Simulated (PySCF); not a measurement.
C₄H₅O₂ (doublet state).
Numbering: `[CH3:1]/[CH:2]=[C:3]\[C:4](=[O:5])[OH:6]` (hydrogens: H7, H8, H9 on C1; H10 on C2; H11 on O6)

Structure optimised with GFN2-xTB, isolated species. This method treats the open shell by occupation alone, without spin polarisation.

Problem. Give the optimised bond lengths and angles.

Solution. 
| bond | length (Å) |
| --- | --- |
| C1–C2 | 1.507 |
| C2=C3 | 1.284 |
| C3–C4 | 1.397 |
| C4=O5 | 1.221 |
| C4–O6 | 1.359 |
| C1–H7, C1–H8, C1–H9 | 1.087 |
| C2–H10 | 1.089 |
| O6–H11 | 0.969 |

Bonds in one row agree within 0.01 Å and their mean is given. A selection of angles:
| angle | degrees |
| --- | --- |
| C2–C1–H7 | 110.8 |
| C2–C1–H8 | 109.4 |
| H7–C1–H8 | 109.5 |
| C1–C2–C3 | 126.2 |
| C1–C2–H10 | 113.8 |
| C3–C2–H10 | 120.0 |
| C2–C3–C4 | 173.3 |
| C3–C4–O5 | 124.6 |
| C3–C4–O6 | 113.3 |
| O5–C4–O6 | 122.1 |
| C4–O6–H11 | 108.7 |

Torsions: H11–O6–C4–C3 -179° (antiperiplanar). The mirror-image conformer, all signs reversed, is as good.

The C–C distances run from 1.284 Å (C2=C3, drawn double) to 1.507 Å (C1–C2, drawn single), a spread of 0.223 Å. C2 (carbon bonded to 2 C and H) is planar (angles 126.2°, 120.0° and 113.8°, sum 360.0°, 0.01 Å off the plane of its three neighbours). C4 (carbon bonded to C and 2 O) is planar (angles 124.6°, 122.1° and 113.3°, sum 360.0°, 0.00 Å off the plane of its three neighbours). The 2 C–O bonds span 1.221 Å (C4=O5, drawn double) to 1.359 Å (C4–O6, drawn single), a spread of 0.138 Å.

No frequency check. Torsions: C3–C4–O6–H -179°.

These are computed values.
